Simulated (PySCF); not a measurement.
Diethyl ketone, C₅H₁₀O.
SMILES with atom numbers: `[CH3:1][CH2:2][C:3](=[O:4])[CH2:5][CH3:6]` (hydrogens: H7, H8, H9 on C1; H10, H11 on C2; H12, H13 on C5; H14, H15, H16 on C6)

Method: core-valence-separated Tamm–Dancoff BHandHLYP/aug-pcX-1 (pcseg-1 on H) in PySCF, non-relativistic, gas phase, PBE0-D3(BJ)/def2-SVP geometry.

Computed carbon K-edge spectrum, Gaussian lines of 0.3 eV full width, highest printed point 100; it ends one width below the last computed root. BHandHLYP without relativity tends to put these K edges a few eV too low, so spacings mean more than positions.

(photon energy (eV), absorption): (283.0, 0), (283.1, 4), (283.2, 20), (283.3, 50), (283.4, 70), (283.5, 52), (283.6, 21), (283.7, 5), (283.8, 1), (283.9, 0), (284.0, 0), (284.1, 0), (284.2, 0), (284.3, 0), (284.4, 0), (284.5, 0), (284.6, 0), (284.7, 0), (284.8, 0), (284.9, 1), (285.0, 2), (285.1, 6), (285.2, 11), (285.3, 17), (285.4, 20), (285.5, 26), (285.6, 29), (285.7, 21), (285.8, 12), (285.9, 14), (286.0, 30), (286.1, 55), (286.2, 75), (286.3, 92), (286.4, 100), (286.5, 79), (286.6, 38), (286.7, 11), (286.8, 3), (286.9, 5), (287.0, 6), (287.1, 5)

Question: Where are the maxima, and which lines make them up?

Answer: 4 maxima:
- 283.4 eV: C3 (ketone carbonyl carbon), 283.40 eV, f = 0.081, 1s→π*, 100 % of the height at the exact maximum
- 285.6 eV: C2/C5 (sp3 carbon next to a carbonyl), 285.60 eV, f = 0.031, sum of 2, 92 % of the height at the exact maximum
- 286.4 eV: C2/C5 (sp3 carbon next to a carbonyl), 286.43 eV, f = 0.067, sum of 2, 55 % of the height at the exact maximum; C1/C6 (methyl carbon), 286.28 eV, f = 0.037, sum of 2, 21 % of the height at the exact maximum; C1/C6 (methyl carbon), 286.46 eV, f = 0.026, sum of 2, 19 % of the height at the exact maximum
- 287.0 eV: C2/C5 (sp3 carbon next to a carbonyl), 286.99 eV, f = 0.007, sum of 2, 97 % of the height at the exact maximum

Further lines of some strength in the range: C1/C6, 285.34 eV, f = 0.016, sum of 2; C1/C6, 286.13 eV, f = 0.047, sum of 2.

Roots within 0.03 eV on the same or equivalent atoms count as one line; shares under 12 % aren't listed.

Vibrational structure and lifetime widths aren't in the curve. The ionisation threshold wasn't computed; near and above it a finite basis only mimics Rydberg series and continuum.

Cost: about 30 s of CPU time on one thread; the machine was shared, so the figure is rough.

The values belong to the conformer `[CH3:1][CH2:2][C:3](=[O:4])[CH2:5][CH3:6]`: C1–C2–C3–O4 10°, C2–C3–C5–C6 -169°.
